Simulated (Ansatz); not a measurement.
C4H10O (`CC(C)CO`). The species carries charge 0 and has multiplicity 1. Geometry: relaxed with PBE0-D4/def2-TZVP. It is one conformer, not always the lowest.

```xyz
15

C    -0.096    1.017   -0.989
C    -0.427    0.018    0.110
C    -0.799   -1.336   -0.473
C     0.731   -0.144    1.085
O     1.081    1.042    1.765
H     0.109    2.013   -0.588
H    -0.927    1.121   -1.690
H     0.780    0.690   -1.561
H    -1.279    0.404    0.683
H    -1.058   -2.052    0.311
H     0.033   -1.756   -1.048
H    -1.655   -1.253   -1.146
H     0.457   -0.861    1.863
H     1.599   -0.561    0.550
H     1.451    1.658    1.129
```

(1) What is the dipole moment at PBE/def2-TZVPP? (Best estimate.)

(2) And with r2SCAN, B3LYP, ωB97M-V? (Best estimate.)

(3) Give the Mulliken charges with PBE, r2SCAN, ωB97M-V in def2-TZVPP. (Estimate.)

Answers

(1) Computed: 1.52 D, with components (-0.07, -0.15, -1.51) D in this frame, pointing from negative to positive charge.

(2) The calculation gave: r2SCAN 1.58 D, B3LYP 1.61 D, ωB97M-V 1.62 D.

(3) Ansatz gave: 
```csv
atom,PBE,r2SCAN,ωB97M-V
C1,-0.27,-0.19,-0.34
C2,0.06,0.15,-0.05
C3,-0.27,-0.18,-0.32
C4,0.00,0.11,-0.02
O5,-0.31,-0.37,-0.33
H6,0.07,0.04,0.10
H7,0.08,0.04,0.10
H8,0.07,0.05,0.11
H9,0.04,-0.02,0.07
H10,0.08,0.05,0.10
H11,0.07,0.04,0.10
H12,0.08,0.04,0.10
H13,0.07,0.03,0.10
H14,0.05,0.02,0.10
H15,0.18,0.19,0.17
```

B3LYP here is the variant with VWN-RPA as its local correlation; programs differ in this.
